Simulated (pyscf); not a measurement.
Optimised with ωB97X-D3(BJ)/def2-SVP in PySCF.

Q: PBE/def2-TZVP puts the barrier of HCl (SMILES Cl) + HO–Nb(Cl)(Cl)(Cl)–Cl (SMILES [OH][Nb]([Cl])([Cl])([Cl])[Cl]) -> Cl–Nb(Cl)(Cl)(Cl)–Cl (SMILES [Cl][Nb]([Cl])([Cl])([Cl])[Cl]) + H₂O (SMILES O) (four-centre exchange; singlet surface; Cl–H, Nb–O broken, Cl–Nb, H–O formed) at 2.2 kcal/mol and the reaction energy at -1.8 kcal/mol, from the separated reactants. What do r²SCAN/def2-TZVP, PBE0-D3(BJ)/def2-TZVP, ωB97M-D3(BJ)/def2-TZVP give on the same structures?

A: r²SCAN: ΔE‡ = 0.9 kcal/mol, ΔE = -1.2 kcal/mol; PBE0-D3(BJ): ΔE‡ = 1.4 kcal/mol, ΔE = -2.3 kcal/mol; ωB97M-D3(BJ): ΔE‡ = 5.2 kcal/mol, ΔE = +0.8 kcal/mol. PBE's barrier lies among them. Its reaction energy lies among theirs. On the reactant side the descent ends in an adduct with a Cl–Nb contact (not fully relaxed), 6.8 kcal/mol under the separated species and 8.0 kcal/mol under the saddle at ωB97X-D3(BJ)/def2-TZVP. On the product side the descent ends in an adduct with a Nb–O contact, 19.4 kcal/mol under the separated species and 23.1 kcal/mol under the saddle at ωB97X-D3(BJ)/def2-TZVP. What is counted as formed (Cl–Nb) is already present as a longer contact in the reactant adduct; forming that adduct is a step of its own. What is counted as broken (Nb–O) persists as a longer contact in the product adduct; parting that adduct is a step of its own. At ωB97X-D3(BJ)/def2-TZVP the barrier from the zero used here is 1.3 kcal/mol. One saddle was located; it need not be the lowest between these sides. Elements past Kr carry the def2 core potentials, without spin-orbit coupling.
